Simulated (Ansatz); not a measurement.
A made-up structure of Al₂SiH₆, singlet:

```xyz
9
angstrom
Al -1.2818 0.9834 -1.2086
Al 0.2137 0.9218 0.4709
Si 0.8844 -1.1673 0.6581
H -2.8511 0.7105 -0.8136
H -0.6824 1.2670 -2.7037
H 0.7154 2.2339 1.4670
H 2.1485 -0.9612 1.1698
H 1.0153 -2.0905 -0.6523
H -0.1620 -1.8976 1.6123
```

It is relaxed with PBE-D4/def2-SVP and then PBE0-D4/def2-TZVP (Ansatz 0.2.0). Atoms count as bonded within 1.22 times the sum of their covalent radii (H–H: 0.88 Å). The end point is not checked to be a true minimum.

Problem. Does its bonding change? (Judge from chemistry; the calculation decides.)

Solution. Computed: No: no bond forms or breaks.

Where it ends: The first stage lowers the energy by 1.55 eV in 8 steps. It ends as Al₂SiH₆ ([AlH2][AlH][SiH3]):
```
atom    x (Å)    y (Å)    z (Å)
 Al1  -1.5231   1.2888  -1.5279
 Al2   0.0696   0.8303   0.4560
 Si3   1.1024  -1.3662   0.8908
  H4  -3.0938   1.0353  -1.4161
  H5  -0.9834   1.8093  -2.9357
  H6   0.4379   1.9727   1.5104
  H7   2.5794  -1.2570   1.0732
  H8   0.8631  -2.3580  -0.1970
  H9   0.5480  -1.9552   2.1463
```

Labels in which every atom is bracketed show which atoms are joined, not bond orders.

For scale, one of the runs: PBE0-D4/def2-TZVP relaxation, 147 basis functions, launched by `ansatz run in.yaml --threads 2 --pin off --events-out ev --progress --plain --max-ram 4352MiB`. The run took about 87 s on 2 CPU threads of an Arm Neoverse V1 (shared host).
